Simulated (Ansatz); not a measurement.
A nudged elastic band was laid between two geometries of FHOSi (4 atoms, charge 0, multiplicity 1).

Computed with RKS PBE0-D4/def2-SVP (Ansatz).

```json
{
 "movable images": "5",
 "climbing image": "yes",
 "spring": "5.0 eV/Å²",
 "optimiser": "quadratic models (default)",
 "start path": "through a guess of the saddle point",
 "force threshold": "0.05 eV/Å",
 "iteration limit": "60",
 "end points": "relaxed"
}
```

Image 0:

```xyz
4
Properties=species:S:1:pos:R:3
O -0.581 0.763 -0.190
Si 0.292 0.051 1.023
F 0.922 -1.238 0.218
H -0.578 0.364 -1.071
```

Image 6:

```xyz
4
Properties=species:S:1:pos:R:3
O -0.497 1.162 0.960
Si -0.031 0.062 0.022
F 0.930 -1.163 0.406
H -0.347 -0.121 -1.408
```

Problem. Which bonds break or form, and what moves?

Solution. Bonds broken: O1–H4. Bonds formed: Si2–H4.

Problem. Give the energies along the band, and the barrier.

Solution. The run converged. The highest image is number 4 of 0 to 6, 282.8 kJ/mol above the first end and 209.7 kJ/mol above the last; the last end lies 73.1 kJ/mol above the first. The profile has 2 maxima (images 1, 4) with wells between them (image 2): this band takes more than one step, which may be the mechanism or a detour left from its start path. Neighbouring images differ by up to 2.3 eV, so the band resolves the path poorly. A vibrational analysis at the climbing image gives one clearly imaginary mode, 1375i cm⁻¹: a first-order saddle point. The orbitals stay closed-shell, which can raise the energy where a bond breaks towards radicals; this wasn't checked here.

| image | path coordinate (Å) | energy (kJ/mol) | O1–H4 (Å) | Si2–H4 (Å) |
| --- | --- | --- | --- | --- |
| 0 | 0.00 | 0.0 | 0.97 | 2.29 |
| 1 | 0.63 | 21.9 | 0.95 | 2.56 |
| 2 | 1.25 | 8.4 | 0.96 | 2.34 |
| 3 | 1.88 | 64.9 | 1.01 | 1.82 |
| 4 | 2.51 | 282.8 | 1.58 | 1.53 |
| 5 | 3.08 | 157.8 | 2.19 | 1.47 |
| 6 | 3.66 | 73.1 | 2.70 | 1.48 |

Problem. What is the geometry of the highest image?

Solution. 
```xyz
4
Properties=species:S:1:pos:R:3
O -0.764 0.848 0.385
Si 0.254 -0.236 -0.102
F 1.062 -1.253 0.850
H -0.497 0.581 -1.153
```

Run time: 41 s on 1 thread of Intel(R) Xeon(R) 6975P-C (Granite Rapids), on a shared host, peak memory 0.12 GiB.
